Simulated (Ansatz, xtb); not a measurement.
Ranking isomers of C4H10O2

7 gas-phase structures of C4H10O2, from a drawn sample of its isomers (lower ones may exist). Each was relaxed with GFN2-xTB; where two conformers were screened, the lower at r2SCAN-D4/def2-SVP is listed:

A. `CC[C@H](O)CO`, a singlet
B. `COC[C@H](C)O`, a singlet
C. `CC(CO)CO`, a singlet
D. `CO[C@H](C)CO`, a singlet
E. `C[C@H](O)[C@@H](C)O`, a singlet
F. `COC(C)OC`, a singlet
G. `C[C@H](O)CCO`, a singlet

Question: Make a reasoned guess at their ranking by r2SCAN-D4/def2-SVP single-point energy.

Answer: Calculated order at r2SCAN-D4/def2-SVP: E (0.000), G (0.109), A (0.178), C (0.214), B (0.509), D (0.527), F (0.661) eV. Less than 1 kcal/mol parts A and C; B and D, so the order within those pairs means little.

Energies above the lowest of each column, in eV; the last columns are at B3LYP/def2-SVP geometries:

| structure | GFN2-xTB | HF/STO-3G | r2SCAN-D4/def2-SVP | B3LYP/def2-SVP | CCSD(T)/def2-SVP + ΔMP2/def2-TZVPP |
| --- | --- | --- | --- | --- | --- |
| E | 0.000 | 0.245 | 0.000 | 0.000 | 0.000 |
| G | 0.028 | 0.247 | 0.109 | 0.057 | 0.126 |
| A | 0.042 | 0.313 | 0.178 | 0.122 | 0.170 |
| C | 0.078 | 0.350 | 0.214 | 0.190 | 0.236 |
| B | 0.142 | 0.181 | 0.509 | 0.403 | 0.568 |
| D | 0.176 | 0.219 | 0.527 | 0.427 | 0.573 |
| F | 0.147 | 0.000 | 0.661 | 0.530 | 0.809 |

CCSD(T)/def2-SVP + ΔMP2/def2-TZVPP puts E lowest; HF/STO-3G picks F. Flexible structures stand in one conformer each, not always the lowest. ΔMP2 is the change of the MP2 energy from the smaller to the larger basis.

Over these structures GFN2-xTB departs from r2SCAN-D4/def2-SVP by 0.158 eV on average once a common shift is removed. A GFN2-xTB relaxation took about 0.1 s and the r2SCAN-D4/def2-SVP energy about 1.9 s on a shared host (Ansatz 0.2.0, xtb 6.7.1).
